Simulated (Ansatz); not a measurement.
The input, for Ansatz 0.2.0:

```yaml
crystal:
  periodic: [false, false, false]
  atoms:
    - {symbol: P, position_ang: [0.048719, -0.000113, 0.004732]}
    - {symbol: H, position_ang: [0.163836, -0.016255, -1.521089]}
    - {symbol: H, position_ang: [-0.812407, 1.121293, -0.049034]}
    - {symbol: H, position_ang: [-0.915184, -1.097997, -0.019232]}
    - {symbol: H, position_ang: [0.066638, -0.003580, 1.443947]}
basis:
  gaussian: {orbitals: cc-pVTZ-DK}
magnetization: {spin_polarized: false, initial_magnetization: 1}
correlation: {method: fic_mrcisd_q, electrons: outside_noble_gas, active_space: {window: {electrons: 40, orbitals: 30}}}
scf: {lower_state_search: light}
```

```sh
$ ansatz run in.yaml --threads 1 --pin off --events-out ev --progress --plain --max-ram 2393MiB
```

Problem. One thing in this input was set wrong on purpose, beside settings that are merely unusual. What is the gravest fault, and what does the program do?

Solution. Impossible active window. How the run ends: stopped by an error.
```
488 factors; integrals over basis functions are off by at most 9.0e-4 eV
mean field evaluation 1: about -9354.2001 eV, gradient 9.5e0 eV
mean field evaluation 2: about -9354.2079 eV, gradient 9.5e0 eV
mean field evaluation 4: about -9354.8825 eV, gradient 7.0e-1 eV
mean field evaluation 8: about -9354.8914 eV, gradient 4.5e-3 eV
mean field -9354.89144311 eV, -343.7859195610 hartree, gradient 2.8e-6 eV, S^2 0.750000; 0 other end points of the search recorded, 0 dependent functions left out
reference -9354.89144311 eV, -343.7859195610 hartree; 10, 9 occupied and 80, 81 virtual orbitals, 488 factors
Error: 40 electrons in 30 orbitals form no window around the highest filled level of the reference
```
